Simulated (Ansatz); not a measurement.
Input file:

```yaml
crystal:
  periodic: [false, false, false]
  atoms:
    - {symbol: C, position_ang: [0.000000, 0.000000, 1.427300]}
    - {symbol: B, position_ang: [0.000000, 0.000000, -0.109700]}
    - {symbol: O, position_ang: [0.000000, 0.000000, -1.317600]}
basis:
  gaussian: {orbitals: cc-pVDZ, fitting: {mean_field: def2-universal-jkfit}}
magnetization: {spin_polarized: true, initial_magnetization: 1}
correlation: {method: ccsd_t, electrons: outside_noble_gas}
accuracy: high
scf: {lower_state_search: light}
output: {forces: true}
```

```sh
$ ansatz run in.yaml --threads 1 --pin off --events-out ev --progress --plain --max-ram 2393MiB
```

Output:

```
227 factors; integrals over basis functions are off by at most 8.9e-2 eV
mean field evaluation 1: about -3731.2495 eV, gradient 3.0e1 eV
mean field evaluation 2: about -3732.1872 eV, gradient 3.1e1 eV
mean field evaluation 4: about -3736.0222 eV, gradient 7.2e-1 eV
mean field evaluation 8: about -3736.0306 eV, gradient 1.2e-8 eV
mean field evaluation 16: about -3731.2487 eV, gradient 3.0e1 eV
mean field evaluation 32: about -3736.0306 eV, gradient 2.1e-5 eV
mean field evaluation 64: about -3736.0305 eV, gradient 1.1e-1 eV
mean field evaluation 96: about -3730.1285 eV, gradient 9.9e0 eV
mean field evaluation 128: about -3736.3211 eV, gradient 1.9e-8 eV
mean field evaluation 160: about -3731.1460 eV, gradient 1.7e1 eV
...
cycle  34  -9.32668553 eV  change   -5.7e-8 eV  update   3.3e-8
cycle  35  -9.32668558 eV  change   -5.1e-8 eV  update   2.1e-8
cycle  36  -9.32668561 eV  change   -2.1e-8 eV  update   1.1e-8
cycle  37  -9.32668561 eV  change   -3.6e-9 eV  update   6.0e-9
cycle  38  -9.32668561 eV  change  -3.5e-10 eV  update   3.8e-9
cycle  39  -9.32668561 eV  change   -1.8e-9 eV  update   2.7e-9
cycle  40  -9.32668561 eV  change  -3.3e-10 eV  update   1.8e-9
cycle  41  -9.32668561 eV  change  -6.8e-11 eV  update   1.0e-9
cycle  42  -9.32668561 eV  change   6.8e-10 eV  update  5.9e-10
cycle  43  -9.32668561 eV  change   7.3e-10 eV  update  3.4e-10
perturbative correction -0.36433803 eV, -0.0133891757 hartree
the calculation of the forces begins
WARN: the results are in doubt because the forces break the atoms' symmetry
Total energy: -3746.01215703 eV, -137.6634076325 hartree
Atom 0 at     0.000000     0.000000     1.427300 Å, force     0.005340     0.000000     1.194079 eV/Å
Atom 1 at     0.000000     0.000000    -0.109700 Å, force    -0.012135     0.000000     0.230030 eV/Å
Atom 2 at     0.000000     0.000000    -1.317600 Å, force     0.006795    -0.000000    -1.424109 eV/Å
Dipole moment:    -0.000980    -0.000000     0.167571 e Å
In doubt: the forces break the atoms' symmetry
```

Ran on 1 thread of Intel Xeon Platinum 8488C, shared host: 9 s wall, 0.16 GiB peak host memory.
